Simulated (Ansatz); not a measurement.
**Nb$_{3}$Au$_{2}$: computed properties**

Level of theory: DFT r2SCAN, scalar-relativistic, plane waves, PAW (Ansatz 0.2.0).

Settings: cutoff 500 eV, Γ-centred mesh 14×14×14 on the computed 5-atom cell, Gaussian smearing of 0.10 eV; no spin polarisation.

The structure is relaxed at this level of theory with its symmetry kept. Whether it is the stable form of this composition wasn't checked.

```xyz
5
Lattice="-1.7013 1.7013 7.6380 1.7013 -1.7013 7.6380 1.7013 1.7013 -7.6380" Properties=species:S:1:pos:R:3 pbc="T T T"
Nb    0.0000    0.0000    6.1102
Nb    0.0000    0.0000    9.1659
Nb    0.0000    0.0000    0.0000
Au    0.0000    0.0000    3.0459
Au    0.0000    0.0000   12.2301
```

**Question.** Formation energy from the elements' standard states (uncorrected)?

**Answer.** -0.191 eV/atom.

**Question.** Density of states at the Fermi level?

**Answer.** 3.44 states/eV per cell.

**Question.** Löwdin character within 0.5 eV of the Fermi level?

**Answer.** Nb 4d 76 %, unprojected 10 %.

**Question.** Bader charges (e)?

**Answer.** Nb (2 in the cell) 0.70, Nb (1 in the cell) 0.20, Au (2 in the cell) -0.80.

Spin-orbit coupling is left out, which matters for the bands of heavy elements.